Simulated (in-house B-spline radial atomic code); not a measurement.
## Functionals against successive ionisation energies: O to O⁵⁺

Ionisation energies as differences of self-consistent total energies from a B-spline radial code for spherical atoms: all electrons, radial basis limit, scalar-relativistic (one-electron X2C), spin-polarised at highest spin, spherical densities; exact exchange is averaged over the determinants of each configuration. No spin-orbit coupling, Breit or QED terms. NIST's values run from ground level to ground level, so in open shells the differences also hold multiplet and fine-structure energies that spherical high-spin averages miss. Columns give computed minus NIST, in eV; a star marks a semi-empirical value. Species are left out where the tabulated value is theory, is uncertain by more than 0.12 eV, or (13 ions, such as In⁴⁺, Te⁴⁺ and Bi⁴⁺) lies off its series for all methods alike, which flatters the means a little.

```tsv
species	shell	NIST (eV)	LDA VWN5	TPSSh	CAM-B3LYP	revTPSS	AM05
O	2p	13.62	+0.27	-0.31	+0.29	-0.40	-0.13
O⁺	2p	35.12	+0.44	+0.58	+0.37	+0.51	+0.27
O²⁺	2p	54.94*	+0.63	+0.66	+0.68	+0.53	+0.41
O³⁺	2p	77.41	+0.30	+0.09	+0.57	-0.20	-0.04
O⁴⁺	2s	113.90	-1.62	-1.23	-1.21	-1.29	-1.83
O⁵⁺	2s	138.12*	-0.30	+0.42	+0.81	+0.30	-0.32
```

(1) How do the methods rank, and which species is hardest?

## Answers

(1) Mean absolute (signed) differences: AM05 0.50 (-0.27) eV; revTPSS 0.54 (-0.09) eV; TPSSh 0.55 (+0.04) eV; LDA VWN5 0.59 (-0.05) eV; CAM-B3LYP 0.65 (+0.25) eV. For O⁴⁺, which loses a 2s electron, the nearest method is off by -1.21 eV, the largest such miss.
